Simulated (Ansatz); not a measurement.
## Worked example: C4H9 → C3H6 + CH3

Species: C4H9 (2-butyl radical) `C[CH]CC`, doublet; C3H6 (propene) `C=CC`, singlet; CH3 (methyl radical) `[CH3]`, doublet. 

Shapes, held fixed at every level: PBE0-D4/def2-TZVP. Flexible molecules stand in one conformer, not always the lowest. Programs: Ansatz 0.2.0. The zero-point and thermal change to 298 K, harmonic and unscaled (PBE0-D4/def2-TZVP), is -14.4 kJ/mol.

At CCSD(T)/CBS estimate; 1 Eh = 2625.50 kJ/mol:

```
species  energy (Eh)
   C4H9  -157.570897
   C3H6  -117.746103
    CH3   -39.782177
```

**Question.** Work out ΔH(298 K) of the reaction at this level.

**Answer.** 
1. Products less reactants: (-117.746103) + (-39.782177) − [(-157.570897)] = 0.042617 Eh = +111.9 kJ/mol.
2. With the thermal change: +111.9 + (-14.4) = +97.5 kJ/mol.

Other levels give +91.3 (B2PLYP/def2-TZVPP) to +113.2 kJ/mol (PBE-D4/def2-TZVPP). No measured value is set beside it here. Open shells run unrestricted unless RO is named. The CBS estimate extrapolates MP2 from def2-TZVPP and def2-QZVPP and adds CCSD(T) − MP2 in the triple-zeta set, cores frozen.
